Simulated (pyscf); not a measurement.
Single points on ωB97X-D3(BJ)/def2-SVP structures (PySCF, gas phase).

### Question
PBE/def2-TZVP puts the barrier of HO–SiH₂–PH₂ + hydrogen (H₂) → H₃Si–PH₂ + water (H₂O) (four-centre exchange; singlet surface; O–Si, H–H broken, H–Si, H–O formed) at 1.94 eV and the reaction energy at +0.65 eV, from the separated reactants. What do r²SCAN/def2-TZVP, B3LYP-D3(BJ)/def2-TZVP, ωB97M-D3(BJ)/def2-TZVP give on the same structures?

### Answer
r²SCAN: ΔE‡ = 2.10 eV, ΔE = +0.77 eV; B3LYP-D3(BJ): ΔE‡ = 2.22 eV, ΔE = +0.73 eV; ωB97M-D3(BJ): ΔE‡ = 2.19 eV, ΔE = +0.71 eV. PBE's barrier lies under all of them, by 0.17 to 0.28 eV. Its reaction energy lies under all of them, by 0.05 to 0.11 eV. This is the saddle that the search found; another between the same sides may lie lower.
